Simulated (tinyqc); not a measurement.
Inside a calculation (part 2 of 2). Method: MP2 on RHF in the sto-3g basis, frozen core, for CH3-, spin multiplicity 1. The basis has no diffuse functions, so it cannot describe the extra electron: this is an exercise in the method, not the real anion. Computed by tinyqc, a small Python program that keeps every step (integrals from PySCF). Command: `OMP_NUM_THREADS=1 python tinyqc.py 23626 23627 out.jsonl` (the two numbers bound the seeds that draw the settings). One thread of a shared host (Intel(R) Xeon(R) Processor @ 2.60GHz), about 0.1 s of CPU time with the checks.

Geometry (angstrom):
```
atom,x,y,z
C,0.000000,0.000000,0.027000
H,1.078000,0.000000,0.000000
H,-0.539000,0.933000,0.000000
H,-0.539000,-0.933000,0.000000
```

## Integrals over molecular orbitals

coefficients C:
```
,MO1,MO2,MO3,MO4,MO5,MO6,MO7,MO8
1C 1s,0.991909,-0.210095,-0.000054,0.000000,-0.008341,-0.244938,0.000566,0.000000
1C 2s,0.036889,0.558525,0.000268,0.000000,0.038661,1.487690,-0.003881,0.000000
1C 2px,-0.000006,-0.000168,0.451772,0.000000,-0.000003,0.002398,1.198913,0.000000
1C 2py,0.000000,0.000000,0.000000,0.451846,0.000000,0.000000,0.000000,1.198964
1C 2pz,-0.000471,-0.009015,0.000004,0.000000,0.999325,-0.045174,0.000113,0.000000
2H 1s,-0.007389,0.267129,0.577963,0.000000,-0.009120,-0.739987,-0.972815,0.000000
3H 1s,-0.007395,0.267388,-0.288780,0.500429,-0.009109,-0.737103,0.489251,-0.844362
4H 1s,-0.007395,0.267388,-0.288780,-0.500429,-0.009109,-0.737103,0.489251,0.844362
```

core Hamiltonian H = T + V (hartree), lower triangle:
```
,1C 1s,1C 2s,1C 2px,1C 2py,1C 2pz,2H 1s,3H 1s,4H 1s
1C 1s,-19.234275
1C 2s,-4.643871,-6.146461
1C 2px,0.000024,0.000197,-5.164115
1C 2py,0.000000,0.000000,0.000000,-5.164107
1C 2pz,0.001301,0.013207,-0.000006,0.000000,-4.969590
2H 1s,-1.206645,-2.697614,-2.197881,0.000000,0.058278,-3.910996
3H 1s,-1.208049,-2.699573,1.100056,-1.904077,0.058333,-0.776616,-3.912326
4H 1s,-1.208049,-2.699573,1.100056,1.904077,0.058333,-0.776616,-0.777673,-3.912326
```

Given earlier and not repeated: Two-electron integrals (ij|kl) in chemists' order.

(pq|rs) = sum C_ip C_jq C_kr C_ls (ij|kl), one index at a time.

one-electron integrals over orbitals h = C^T H C (hartree), lower triangle:
```
,1,2,3,4,5,6,7,8
1,-19.215844
2,0.364742,-4.860227
3,0.000108,0.000232,-4.346005
4,0.000000,0.000000,0.000000,-4.346513
5,0.012988,-0.009842,-0.000017,0.000000,-4.968811
6,0.390565,-0.985314,-0.002661,0.000000,0.023593,-3.834815
7,-0.000875,0.002613,-0.980856,0.000000,-0.000044,-0.000831,-4.182890
8,0.000000,0.000000,0.000000,-0.980573,0.000000,0.000000,0.000000,-4.182719
```

Two-electron integrals over orbitals (pq|rs), unique and non-zero (hartree); the lowest 1 orbital is frozen and left out:
```
p,q,r,s,(pq|rs)
2,2,2,2,0.493621
3,2,2,2,-0.000121
3,2,3,2,0.125604
3,3,2,2,0.476663
3,3,3,2,0.068327
3,3,3,3,0.529119
4,2,4,2,0.125690
4,3,4,2,-0.068250
4,3,4,3,0.054065
4,4,2,2,0.476808
4,4,3,2,-0.068291
4,4,3,3,0.420762
4,4,4,4,0.529091
5,2,2,2,-0.002093
5,2,3,2,-2.18e-07
5,2,3,3,-0.000918
5,2,4,4,-0.000917
5,2,5,2,0.083638
5,3,2,2,7.85e-07
5,3,3,2,-0.000484
5,3,3,3,-0.000662
5,3,4,4,0.000662
5,3,5,2,0.000016
5,3,5,3,0.018724
5,4,4,2,-0.000482
5,4,4,3,0.000661
5,4,5,4,0.018731
5,5,2,2,0.527608
5,5,3,2,-0.000017
5,5,3,3,0.476823
5,5,4,4,0.476888
5,5,5,2,0.007178
5,5,5,3,4.72e-06
5,5,5,5,0.673065
6,2,2,2,0.066809
6,2,3,2,0.000049
6,2,3,3,0.034866
6,2,4,4,0.034943
6,2,5,2,-0.001282
6,2,5,3,3.73e-06
6,2,5,5,0.136192
6,2,6,2,0.079177
6,3,2,2,0.000219
6,3,3,2,-0.044336
6,3,3,3,-0.043490
6,3,4,4,0.043674
6,3,5,2,0.000006
6,3,5,3,0.000894
6,3,5,5,0.000334
6,3,6,2,0.000278
6,3,6,3,0.062806
6,4,4,2,-0.044128
6,4,4,3,0.043434
6,4,5,4,0.000890
6,4,6,4,0.062520
6,5,2,2,-0.003904
6,5,3,2,0.000008
6,5,3,3,-0.001578
6,5,4,4,-0.001587
6,5,5,2,0.074673
6,5,5,3,0.000065
6,5,5,5,0.001449
6,5,6,2,-0.004414
6,5,6,3,-0.000006
6,5,6,5,0.074102
6,6,2,2,0.478068
6,6,3,2,0.000465
6,6,3,3,0.468060
6,6,4,4,0.467571
6,6,5,2,-0.005162
6,6,5,3,-3.55e-06
6,6,5,5,0.512478
6,6,6,2,0.051009
6,6,6,3,-0.000055
6,6,6,5,-0.006569
6,6,6,6,0.484942
7,2,2,2,-0.000190
7,2,3,2,0.010689
7,2,3,3,-0.019294
7,2,4,4,0.019100
7,2,5,2,1.06e-06
7,2,5,3,0.001461
7,2,5,5,-0.000350
7,2,6,2,-0.000097
7,2,6,3,0.043909
7,2,6,5,0.000012
7,2,6,6,-0.000100
7,2,7,2,0.052819
7,3,2,2,0.067710
7,3,3,2,-0.048574
7,3,3,3,0.016496
7,3,4,4,0.063494
7,3,5,2,0.002621
7,3,5,3,0.000579
7,3,5,5,0.119672
7,3,6,2,0.074804
7,3,6,3,0.030861
7,3,6,5,-0.000597
7,3,6,6,0.046165
7,3,7,2,0.004442
7,3,7,3,0.109929
7,4,4,2,0.048790
7,4,4,3,-0.023634
7,4,5,4,-0.000579
7,4,6,4,-0.030755
7,4,7,4,0.034951
7,5,2,2,0.000005
7,5,3,2,0.003508
7,5,3,3,0.001618
7,5,4,4,-0.001609
7,5,5,2,-0.000180
7,5,5,3,0.018364
7,5,5,5,-0.000005
7,5,6,2,0.000013
7,5,6,3,-0.000959
7,5,6,5,-0.000116
7,5,6,6,0.000028
7,5,7,2,0.001284
7,5,7,3,-0.001295
7,5,7,5,0.024451
7,6,2,2,-0.000033
7,6,3,2,0.109748
7,6,3,3,0.059374
7,6,4,4,-0.059218
7,6,5,2,0.000014
7,6,5,3,-0.000587
7,6,5,5,0.000051
7,6,6,2,0.000093
7,6,6,3,-0.041826
7,6,6,5,0.000020
7,6,6,6,0.000513
7,6,7,2,0.008261
7,6,7,3,-0.048317
7,6,7,5,0.003116
7,6,7,6,0.109914
7,7,2,2,0.510731
7,7,3,2,0.023310
7,7,3,3,0.526056
7,7,4,4,0.462083
7,7,5,2,0.001423
7,7,5,3,-0.000766
7,7,5,5,0.547777
7,7,6,2,0.078100
7,7,6,3,-0.034047
7,7,6,5,-0.000975
7,7,6,6,0.506107
7,7,7,2,-0.028510
7,7,7,3,0.076483
7,7,7,5,0.000157
7,7,7,6,0.021223
7,7,7,7,0.588510
8,2,4,2,0.010627
8,2,4,3,0.019229
8,2,5,4,0.001462
8,2,6,4,0.043915
8,2,7,4,-0.004831
8,2,8,2,0.052820
8,3,4,2,0.048705
8,3,4,3,-0.023539
8,3,5,4,-0.000577
8,3,6,4,-0.030611
8,3,7,4,0.030894
8,3,8,2,-0.004717
8,3,8,3,0.034812
8,4,2,2,0.067602
8,4,3,2,0.048700
8,4,3,3,0.063572
8,4,4,4,0.016432
8,4,5,2,0.002621
8,4,5,3,-0.000576
8,4,5,5,0.119640
8,4,6,2,0.074806
8,4,6,3,-0.030571
8,4,6,5,-0.000590
8,4,6,6,0.046568
8,4,7,2,-0.004896
8,4,7,3,0.044475
8,4,7,5,0.001300
8,4,7,6,0.048581
8,4,7,7,0.088148
8,4,8,4,0.110067
8,5,4,2,0.003508
8,5,4,3,-0.001610
8,5,5,4,0.018363
8,5,6,4,-0.000952
8,5,7,4,0.001300
8,5,8,2,0.001283
8,5,8,3,0.001299
8,5,8,5,0.024446
8,6,4,2,0.109678
8,6,4,3,-0.059066
8,6,5,4,-0.000582
8,6,6,4,-0.041443
8,6,7,4,0.048556
8,6,8,2,0.008339
8,6,8,3,0.048475
8,6,8,5,0.003115
8,6,8,6,0.109719
8,7,4,2,-0.024084
8,7,4,3,0.032388
8,7,5,4,0.000771
8,7,6,4,0.034529
8,7,7,4,-0.006283
8,7,8,2,0.028264
8,7,8,3,-0.006198
8,7,8,5,-0.000176
8,7,8,6,-0.021716
8,7,8,7,0.034533
8,8,2,2,0.510761
8,8,3,2,-0.023845
8,8,3,3,0.461747
8,8,4,4,0.526353
8,8,5,2,0.001423
8,8,5,3,0.000772
8,8,5,5,0.547775
8,8,6,2,0.078198
8,8,6,3,0.034692
8,8,6,5,-0.000977
8,8,6,6,0.505915
8,8,7,2,0.028067
8,8,7,3,0.088329
8,8,7,5,-0.000168
8,8,7,6,-0.021543
8,8,7,7,0.519928
8,8,8,4,0.076165
8,8,8,8,0.588701
```

## Second-order Moller-Plesset energy

orbital energies (hartree): MO1 -10.366601, MO2 -0.410470, MO3 -0.097863, MO4 -0.097857, MO5 0.227430, MO6 1.082528, MO7 1.251081, MO8 1.251186

Hartree-Fock energy = -38.79632365 hartree

E2 = sum_ijab (ia|jb) [2 (ia|jb) - (ib|ja)] / (e_i + e_j - e_a - e_b) over occupied i, j and virtual a, b; the opposite-spin part is (ia|jb)^2 / denominator, the rest is same-spin, and SCS-MP2 scales them by 6/5 and 1/3.

Terms (the 40 largest of 74):
```
i,j,a,b,(ia|jb),(ib|ja),denominator,term
4,4,8,8,0.110067,0.110067,-2.698087,-0.004490
3,3,7,7,0.109929,0.109929,-2.697889,-0.004479
5,5,6,6,0.074102,0.074102,-1.710195,-0.003211
3,2,7,6,0.074804,0.043909,-2.841943,-0.002782
2,3,6,7,0.074804,0.043909,-2.841943,-0.002782
2,4,6,8,0.074806,0.043915,-2.842042,-0.002782
4,2,8,6,0.074806,0.043915,-2.842042,-0.002782
2,2,6,6,0.079177,0.079177,-2.985996,-0.002099
3,3,6,6,0.062806,0.062806,-2.360782,-0.001671
4,4,6,6,0.062520,0.062520,-2.360770,-0.001656
4,3,8,7,0.044475,0.030894,-2.697988,-0.000957
3,4,7,8,0.044475,0.030894,-2.697988,-0.000957
2,2,7,7,0.052819,0.052819,-3.323104,-0.000840
2,2,8,8,0.052820,0.052820,-3.323314,-0.000840
4,4,7,7,0.034951,0.034951,-2.697877,-0.000453
3,3,8,8,0.034812,0.034812,-2.698099,-0.000449
3,3,7,6,0.030861,0.030861,-2.529336,-0.000377
3,3,6,7,0.030861,0.030861,-2.529336,-0.000377
4,4,6,7,-0.030755,-0.030755,-2.529324,-0.000374
4,4,7,6,-0.030755,-0.030755,-2.529324,-0.000374
4,3,6,8,-0.030611,-0.030571,-2.529435,-0.000371
3,4,8,6,-0.030611,-0.030571,-2.529435,-0.000371
4,3,8,6,-0.030571,-0.030611,-2.529435,-0.000369
3,4,6,8,-0.030571,-0.030611,-2.529435,-0.000369
5,5,7,7,0.024451,0.024451,-2.047303,-0.000292
5,5,8,8,0.024446,0.024446,-2.047513,-0.000292
4,2,6,8,0.043915,0.074806,-2.842042,-0.000201
2,4,8,6,0.043915,0.074806,-2.842042,-0.000201
2,3,7,6,0.043909,0.074804,-2.841943,-0.000201
3,2,6,7,0.043909,0.074804,-2.841943,-0.000201
3,4,8,7,0.030894,0.044475,-2.697988,-0.000198
4,3,7,8,0.030894,0.044475,-2.697988,-0.000198
5,2,6,6,-0.004414,-0.004414,-2.348096,-0.000008
2,5,6,6,-0.004414,-0.004414,-2.348096,-0.000008
2,4,7,8,-0.004896,-0.004831,-3.010596,-0.000008
4,2,8,7,-0.004896,-0.004831,-3.010596,-0.000008
4,2,7,8,-0.004831,-0.004896,-3.010596,-0.000008
2,4,8,7,-0.004831,-0.004896,-3.010596,-0.000008
2,3,8,8,-0.004717,-0.004717,-3.010707,-0.000007
3,2,8,8,-0.004717,-0.004717,-3.010707,-0.000007
```

Pair energies (hartree; pair i-j sums ij and ji):
```
pair,opposite spin,same spin
2-2,-0.003779,0
3-2,-0.005323,-0.000672
3-3,-0.007352,0
4-2,-0.005327,-0.000671
4-3,-0.003654,-0.000137
4-4,-0.007347,0
5-2,-0.000019,0
5-3,-3.99e-06,-1.19e-07
5-4,-3.99e-06,-1.19e-07
5-5,-0.003795,0
```

MP2 correlation energy = -0.03808204 hartree

SCS-MP2 correlation energy = -0.04441563 hartree

MP2 total energy = -38.83440570 hartree
